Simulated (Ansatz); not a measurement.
One starting cell of BP (a generated cell, BP placed in the zincblende structure type) was relaxed twice with Ansatz (plane waves, PAW, scalar-relativistic): with r2SCAN at 500 eV and with PBE at 420 eV. The r2SCAN result:

```yaml
crystal:
  lattice:
    - [0.00000, 2.26832, 2.26832]
    - [2.26832, 0.00000, 2.26832]
    - [2.26832, 2.26832, 0.00000]
  atoms:
    - { symbol: P, position: [0.75000, 0.75000, 0.75000] }
    - { symbol: B, position: [0.00000, 0.00000, 0.00000] }
```

```tsv
quantity	r2SCAN	PBE
space group	F-43m	F-43m
volume (Å³/atom)	11.67	[?]
a (Å)	4.537	[?]
gap (eV, no spin-orbit coupling)	1.41	[?]
highest phonon at the sampled q (cm⁻¹)	820	[?]
softest mode (cm⁻¹)	no imaginary mode	[?]
```

### Question
What does PBE give for the same quantities?

### Answer

- volume (Å³/atom), PBE: 11.76
- a (Å), PBE: 4.548
- gap (eV, no spin-orbit coupling), PBE: 1.25
- highest phonon at the sampled q (cm⁻¹), PBE: 800
- softest mode (cm⁻¹), PBE: no imaginary mode

Both levels end in the same structure; PBE's volume is 0.8 % larger; its gap is 0.16 eV smaller. Neither column is exact.

No spin polarisation in the result.

Measured for BP: a 4.525 Å (static lattice; corrected from measurement; as listed in Daniel Mejia-Rodriguez, S. B. Trickey, Phys. Rev. B (2018)); gap 2 eV (room temperature; as listed in arXiv:1206.3780). Computed minus measured — a: r2SCAN +0.3 %, PBE +0.5 %; gap: r2SCAN -0.59 eV, PBE -0.75 eV. The computed values are for a static lattice, and a measured gap can be an optical one, lowered by exciton binding.

The run could not lose the symmetry of its start; a randomly shaken copy of 2 atoms returns to this structure.

All atoms sit on sites fixed by symmetry, so only the cell could relax.

Ansatz is a first-principles code.
